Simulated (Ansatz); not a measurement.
Input and output for C4H4F2, SMILES `FC1=CC(F)C1`.

```yaml
crystal:
  periodic: [false, false, false]
  atoms:
    - {symbol: F, position_ang: [-1.355932, 0.218009, -2.007278]}
    - {symbol: C, position_ang: [-0.469930, -0.064789, -0.874932]}
    - {symbol: C, position_ang: [0.762877, 0.195387, -0.780795]}
    - {symbol: C, position_ang: [0.697692, -0.150534, 0.575235]}
    - {symbol: F, position_ang: [1.272671, 0.982844, 1.385685]}
    - {symbol: C, position_ang: [-0.738210, -0.102247, 0.573388]}
    - {symbol: H, position_ang: [1.362359, 0.221885, -1.415593]}
    - {symbol: H, position_ang: [1.139052, -1.167024, 0.880001]}
    - {symbol: H, position_ang: [-1.303450, -0.890855, 0.814611]}
    - {symbol: H, position_ang: [-1.279224, 0.680969, 1.063114]}
basis:
  gaussian: {orbitals: 6-31G}
magnetization: {spin_polarized: true, initial_magnetization: 0}
hamiltonian: {xc: {name: B97M-V}}
```

```sh
$ ansatz run in.yaml --threads 4 --pin off --events-out ev --progress --plain --max-ram 10444MiB
```

Shortened log:

```
Functional definition: B97M-V
786 factors; integrals over basis functions are off by at most 2.2e-4 eV
mean field evaluation 1: about -9632.7058 eV, gradient 3.4e1 eV
mean field evaluation 2: about -9627.7760 eV, gradient 4.5e1 eV
mean field evaluation 4: about -9637.9046 eV, gradient 1.6e0 eV
mean field evaluation 8: about -9637.8980 eV, gradient 7.8e-2 eV
mean field evaluation 16: about -9637.8980 eV, gradient 2.6e-5 eV
mean field -9637.89798539 eV, -354.1862181612 hartree, gradient 2.6e-5 eV, S^2 0.000000; 0 other end points of the search recorded, 0 dependent functions left out
reference -9637.89801456 eV, -354.1862192332 hartree; 23, 23 occupied and 39, 39 virtual orbitals, 786 factors
Total energy: -9637.89801456 eV, -354.1862192332 hartree
```

Run time 3.3 s (4 threads of an Arm Neoverse V2 on a shared host); peak host memory 0.28 GiB.
